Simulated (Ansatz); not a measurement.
A calculation with Ansatz (development build ahead of 0.2.0).

```yaml
crystal:
  periodic: [false, false, false]
  atoms:
    - { symbol: "N", position_ang: [0.0, 0.0, 0.0] }
    - { symbol: "N", position_ang: [0.0, 0.0, 1.57] }
basis:
  gaussian: { orbitals: def2-SVP }
total_charge: 1
magnetization:
  spin_polarized: true
  initial_magnetization: 1
hamiltonian:
  xc: hf
correlation:
  method: mp2
  frozen_orbitals: { "N": 1 }
output:
  forces: true
```

The input is written out in the form of the current development build from the run's settings.

Results

```json
{"Converged": "yes", "Reference energy": "-108.22464 hartree", "Correlation energy": "-0.15500 hartree", "Total energy": "-108.37964 hartree", "Spin squared of the determinant": "2.603", "Stability test": "minimum"}
```

Forces (eV/Å):
```
atom     Fx     Fy      Fz
  N1  0.000  0.000   5.121
  N2  0.000  0.000  -5.121
```

Caution: bonds are stretched, where a single reference can fail; the unrestricted determinant is a mixture of spin states; forces differ strongly between restricted and unrestricted references; MP2 on this radical cation hangs on the determinant chosen.
